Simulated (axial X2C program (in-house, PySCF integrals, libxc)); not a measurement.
# PO⁺: from the state search to constants

Aim: find the lowest determinant of PO⁺, scan the bond at several levels and fit the constants, once spin-free and once with spin–orbit coupling.

Program: an in-house X2C program for linear molecules on PySCF integrals. Level of theory: all-electron X2C, P dyall-v3z, O dyall-av3z. These are calculated values, not measurements.

**1. Set-up**

Input file task.json:

```json
{"zs": [15, 8], "q": 1, "bas": ["dyall-v3z", "dyall-av3z"], "levels": ["PBE0", "HF", "r2SCAN"], "cc": true, "r0": 1.59, "thr": -2.0, "nmax": 90, "npts": 10, "nst": 2, "ntry": 6}
```

Keys: zs atomic numbers; q charge; bas basis sets; levels methods (HF also brings MP2); cc coupled cluster on or off; r0 starting distance in Å; thr threshold in hartree for freezing inner shells (an s shell follows its p shell); nmax most natural virtual spinors; npts points asked for on the curve; nst determinants followed; ntry starts of the search.

Launch:

```bash
python so2c.py task.json out
```

Spin-free means the one-electron spin-free X2C Hamiltonian; two-component (2c) means X2C with spin–orbit coupling and atomic mean-field two-electron Coulomb and Gaunt terms. Basis: P dyall-v3z contracted to [8s7p2d1f], O dyall-av3z contracted to [7s6p3d2f]; Gaussian nuclei, density fitting. Masses: P 30.974 u, O 15.995 u.

Notation: σ, π±, δ± give the projection m of an orbital's angular momentum (0, ±1, ±2), α and β its spin, Λ and M_S the sums; ω is the projection of a spinor's total angular momentum and Ω the sum. Logs are in hartree.

Further steps of the session: PBE0, spin-free; HF, spin-free; r2SCAN, spin-free; MP2 and beyond, spin-free; PBE0, 2c; HF, 2c; r2SCAN, 2c; MP2 and beyond, 2c.

**Question.** What will these runs give? Wanted: for each run, Hamiltonian; Re; ωe; De; μ.

**Answer**, as computed:

Lowest determinant that the search found at its distance, spin-free: M_S = 0, Λ = 0 (closed shell).

Lowest determinant that the search found at its distance, 2c: Ω = 0 (closed shell).

| Hamiltonian | level | Re (Å) | ωe (cm⁻¹) | De (eV) | μ (D) |
| --- | --- | --- | --- | --- | --- |
| spin-free | PBE0 | 1.427 | 1471 | 7.78 | -3.37 |
| spin-free | HF | 1.392 | 1659 | 4.25 | -3.89 |
| spin-free | MP2 | 1.460 | 1281 | 8.47 | n/a |
| spin-free | CCSD | 1.431 | 1456 | 7.45 | n/a |
| spin-free | CCSD(T) | 1.445 | 1376 | 7.86 | n/a |
| spin-free | r2SCAN | 1.436 | 1428 | 8.04 | -3.23 |
| 2c | PBE0 | 1.428 | 1471 | 7.78 | -3.37 |
| 2c | HF | 1.392 | 1659 | 4.25 | -3.89 |
| 2c | MP2 | 1.460 | 1281 | 8.48 | n/a |
| 2c | CCSD | 1.431 | 1456 | 7.45 | n/a |
| 2c | CCSD(T) | 1.445 | 1376 | 7.85 | n/a |
| 2c | r2SCAN | 1.436 | 1428 | 8.04 | -3.23 |

Dipoles are positive if O is the positive end and refer to the centre of mass.

**Reading.** At CCSD(T), going from spin-free to two-component changes Re by 0 mÅ, ωe by 0.0 %; the spin-free picture holds up (part of it comes from the scalar share of the two-electron terms). De moves by -0.01 eV; both De rest on single-determinant atoms, which can miss part of an open shell's spin–orbit lowering.

De refers to P+ + O, each in the lowest determinant found, which need not be this curve's own limit. The state is a single determinant with fixed occupations, the lowest that a limited PBE0 search found. The closed shell is kept restricted; where the fragments are open shells, the energy then runs too high at long range. Dissociation energies refer to the lowest single-determinant-based atoms at the same level and basis. Coupled cluster ran in a truncated set of natural virtual spinors; the MP2 energy of the rest was added. The meta-GGAs lack a current-density term, which matters for open shells with orbital currents, atoms included. T1 at Re is 0.026 (Lee–Taylor), above the customary mark of 0.02.
